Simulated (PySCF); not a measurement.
Molecule: C₄H₆, net charge 0, singlet state. SMILES: C1[C@H]2C[C@@H]12
Geometry: optimised at B3LYP-D3(BJ)/def2-TZVP (Ansatz).

Dispersion corrections to the total energy (kcal/mol) from the dftd3 and dftd4 libraries through PySCF: D3(BJ) without and D4 with the three-body term, each with the damping fitted for the functional named.

```csv
functional,D3(BJ),D4
TPSS,-4.69,?
BP86,-5.61,-4.51
B3LYP,-6.46,-5.71
PBE,-3.82,?
LC-wPBE,-3.32,-3.91
TPSSh,-4.23,-4.36
B2PLYP,?,-2.46
```

**Question.** Fill in the missing entries.

**Answer.** 
- TPSS, D4: -4.83
- PBE, D4: -3.56
- B2PLYP, D3(BJ): -2.85
